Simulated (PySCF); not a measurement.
One ligand changed at a time: Pt(CO)3L. Isolated molecules, 0 K electronic values unless said otherwise. One relaxed conformer stands for each flexible species; it need not be the lowest. Multiplicities are imposed; where one is given, others were not computed. Strings in code marks are SMILES.

The numbers are results of PySCF 2.14.0 with PBE-D3(BJ)/def2-TZVP // TPSS-D3(BJ)/def2-SVP, not measurements. All candidates: neutral, multiplicity 1. 

```yaml
HOMO–LUMO gap: 3.97 eV
HOMO: -7.39 eV
LUMO: -3.42 eV
```

Problem. Identify which member has these values.
A. `C#C`
B. `S`
C. `[C-]#[NH+]`
D. `[C-]#[S+]`

Solution. D, `[C-]#[S+]`. The others give `C#C`: 6.79 eV, -7.11 eV, -0.31 eV; `[C-]#[NH+]`: 6.71 eV, -7.60 eV, -0.88 eV; `S`: 5.67 eV, -6.18 eV, -0.51 eV
